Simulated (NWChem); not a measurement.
Species: water (H₂O); SMILES O

Computed with NWChem. Geometry: optimised at PBE0-D3(BJ)/def2-TZVP. Total energies compare along this basis series because the functional is fixed.

```csv
level,basis functions,energy (Ha),highest occupied level (eV),orbital gap (eV),dipole (D)
PBE0/STO-3G,7,-75.2459,-4.25,14.40,1.69
PBE0/def2-SVP,24,-76.2762,-8.30,10.07,2.00
PBE0/def2-SVPD,39,-76.2957,-9.13,9.47,1.89
PBE0/def2-TZVP,43,-76.3773,-8.89,9.75,2.07
PBE0/def2-TZVPD,58,-76.3809,-9.07,9.18,1.85
PBE0/def2-TZVPP,59,-76.3808,-8.90,9.75,1.94
PBE0/def2-QZVP,117,-76.3864,-9.02,9.53,1.91
```
